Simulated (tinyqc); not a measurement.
Inside a calculation. Method: geometry optimisation on the RHF/sto-3g surface (energies and gradients from PySCF), for H2O, spin multiplicity 1. Computed by tinyqc, a small Python program that keeps every step (integrals from PySCF). Settings: charge = 0, multiplicity = 1, basis = sto-3g, optimiser = bfgs, first Hessian = 0.6, largest step = 0.1, iteration cap = 30. Command: `OMP_NUM_THREADS=1 python tinyqc.py 28421 28422 out.jsonl` (the two numbers bound the seeds that draw the settings). One thread of a shared host (Intel(R) Xeon(R) Processor @ 2.60GHz), about 0.5 s of CPU time with the checks.

## Step 1: energy and gradient

positions at the start (bohr), order 1O, 2H, 3H:
$$\begin{pmatrix}
-0.096376 & 0.022677 & 0.030236 \\
0.028346 & 1.630834 & 0.980768 \\
0.051023 & -1.662959 & 1.043129
\end{pmatrix}$$

Self-consistent energy and analytic gradient at these positions.

energy = -74.94864774 hartree

gradient (hartree/bohr), order 1O, 2H, 3H:
$$\begin{pmatrix}
0.00463459 & 0.04912944 & 0.03499383 \\
-0.00477280 & 0.02940276 & -0.03357325 \\
0.00013820 & -0.07853220 & -0.00142058
\end{pmatrix}$$

## Step 1: move

Quasi-Newton step p = -H^(-1) g (first H = 0.6 times the unit matrix); steps longer than 0.1 bohr are cut back (factor 0.551 here).

positions after step 1 (bohr), order 1O, 2H, 3H:
$$\begin{pmatrix}
-0.100635 & -0.022467 & -0.001920 \\
0.032732 & 1.603816 & 1.011618 \\
0.050896 & -1.590797 & 1.044434
\end{pmatrix}$$

## Step 2: energy and gradient

As before.

energy = -74.95636521 hartree

gradient (hartree/bohr), order 1O, 2H, 3H:
$$\begin{pmatrix}
0.00376347 & -0.01445963 & 0.02674207 \\
-0.00144796 & 0.05034106 & -0.00890951 \\
-0.00231551 & -0.03588143 & -0.01783256
\end{pmatrix}$$

## Step 2: move

inverse Hessian in use (bohr^2/hartree):
```
           1          2          3          4          5          6          7          8
1   1.672918   0.006046   0.045347  -0.003748   0.068983  -0.024951  -0.002503  -0.075029
2   0.006046   1.092363   0.025989   0.022287   0.349191   0.171760  -0.028334   0.225112
3   0.045347   0.025989   1.995057  -0.026390   0.509090  -0.174958  -0.018958  -0.535079
4  -0.003748   0.022287  -0.026390   1.667756  -0.053975   0.006210   0.002658   0.031688
5   0.068983   0.349191   0.509090  -0.053975   2.290331  -0.370707  -0.015008  -0.972856
6  -0.024951   0.171760  -0.174958   0.006210  -0.370707   1.700109   0.018741   0.198947
7  -0.002503  -0.028334  -0.018958   0.002658  -0.015008   0.018741   1.666512   0.043341
8  -0.075029   0.225112  -0.535079   0.031688  -0.972856   0.198947   0.043341   2.414410
9  -0.020396  -0.197749  -0.153432   0.020180  -0.138383   0.141516   0.000216   0.336132

           9
1  -0.020396
2  -0.197749
3  -0.153432
4   0.020180
5  -0.138383
6   0.141516
7   0.000216
8   0.336132
9   1.678583
```

Quasi-Newton step p = -H^(-1) g (the inverse Hessian comes from BFGS updates; coordinates in the order x, y, z of each atom); steps longer than 0.1 bohr are cut back (factor 0.380 here).

positions after step 2 (bohr), order 1O, 2H, 3H:
$$\begin{pmatrix}
-0.106024 & -0.021120 & -0.040809 \\
0.035670 & 1.541155 & 1.030912 \\
0.053347 & -1.529484 & 1.064030
\end{pmatrix}$$

## Step 3: energy and gradient

As before.

energy = -74.96207741 hartree

gradient (hartree/bohr), order 1O, 2H, 3H:
$$\begin{pmatrix}
0.00264459 & -0.01185921 & 0.01873938 \\
-0.00087120 & 0.03259281 & -0.00528966 \\
-0.00177339 & -0.02073360 & -0.01344972
\end{pmatrix}$$

## Step 3: move

inverse Hessian in use (bohr^2/hartree):
```
           1          2          3          4          5          6          7          8
1   1.675135   0.002070   0.061238  -0.004553   0.083561  -0.030315  -0.003915  -0.085632
2   0.002070   1.094213  -0.002676   0.024354   0.305761   0.185352  -0.026424   0.266692
3   0.061238  -0.002676   2.108968  -0.032139   0.613068  -0.213289  -0.029099  -0.610392
4  -0.004553   0.024354  -0.032139   1.667975  -0.057228   0.007689   0.003244   0.032874
5   0.083561   0.305761   0.613068  -0.057228   2.329673  -0.392993  -0.026333  -0.968767
6  -0.030315   0.185352  -0.213289   0.007689  -0.392993   1.710104   0.022627   0.207642
7  -0.003915  -0.026424  -0.029099   0.003244  -0.026333   0.022627   1.667338   0.052758
8  -0.085632   0.266692  -0.610392   0.032874  -0.968767   0.207642   0.052758   2.368742
9  -0.030923  -0.182676  -0.229013   0.024450  -0.220074   0.169851   0.006472   0.402750

           9
1  -0.030923
2  -0.182676
3  -0.229013
4   0.024450
5  -0.220074
6   0.169851
7   0.006472
8   0.402750
9   1.725828
```

Quasi-Newton step p = -H^(-1) g (the inverse Hessian comes from BFGS updates; coordinates in the order x, y, z of each atom); steps longer than 0.1 bohr are cut back (factor 0.564 here).

positions after step 3 (bohr), order 1O, 2H, 3H:
$$\begin{pmatrix}
-0.112026 & -0.017124 & -0.084044 \\
0.038647 & 1.479532 & 1.050525 \\
0.056371 & -1.471857 & 1.087651
\end{pmatrix}$$

## Convergence

Stop when the largest gradient component is below 3e-5 hartree/bohr. The inverse Hessian follows the BFGS update with s = step, y = change of gradient.

Course of the optimisation:
```
step   E (hartree)  largest gradient (hartree/bohr)
1     -74.94864774                         7.85e-02
2     -74.95636521                         5.03e-02
3     -74.96207741                         3.26e-02
4     -74.96525895                         1.47e-02
5     -74.96588804                         3.42e-03
6     -74.96589423                         2.93e-03
7     -74.96590119                         3.97e-05
8     -74.96590119                         3.40e-06
```

Final distances (angstrom):
```
pair   distance
2H-1O  0.989407
3H-1O  0.989408
3H-2H  1.516151
```

Converged in 8 steps.
